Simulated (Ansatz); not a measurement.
## Structure relaxation of AlGa₃N₄

All numbers below come from DFT r2SCAN, scalar-relativistic, plane waves, PAW (Ansatz). Cutoff 500 eV, Γ-centred k mesh, Gaussian smearing, no spin polarisation in the final step.

This is the end of a relaxation of cell and atoms.

```xyz
8
Lattice="5.1388 0.0000 0.0000 0.0000 3.1633 0.0000 -0.0034 0.0000 5.4768" Properties=species:S:1:pos:R:3 pbc="T T T"
Al    0.0004    1.5817    3.6545
Ga    2.5640    1.5817    1.8350
Ga    2.5626    0.0000    4.5537
Ga    5.1378    0.0000    0.9103
N     0.6126    1.5817    1.8655
N     0.6002    0.0000    4.5234
N     3.1869    0.0000    0.9102
N     3.2444    1.5817    3.6545
```

Energies over the elements count from the elements' standard structures at the same level (N₂ as a molecule), with no empirical corrections.

Q: What space group does it have?

A: Pm (No. 6). Conventional cell: a = 5.139 Å, b = 3.163 Å, c = 5.477 Å, β = 90.0°. Al has 4 N at 1.89–1.90 Å; around Ga on Wyckoff site b (1 atom of the primitive cell) lie 4 N at 1.94–1.95 Å; Ga on Wyckoff site a (1 atom of the primitive cell) is coordinated by 4 N at 1.94–1.96 Å; around Ga on Wyckoff site a (1 atom of the primitive cell) lie 4 N at 1.95–1.96 Å.

Q: What is its formation energy per atom?

A: -0.894 eV/atom.

Q: Is it a metal?

A: No, the gap on the 6×8×4 mesh is 2.89 eV.

The final run used a 6×8×4 mesh on its 8-atom cell and 0.02 eV smearing.

Cost: 2 runs of about 3.6 core-minutes in all, on Arm Neoverse V2 (shared hosts).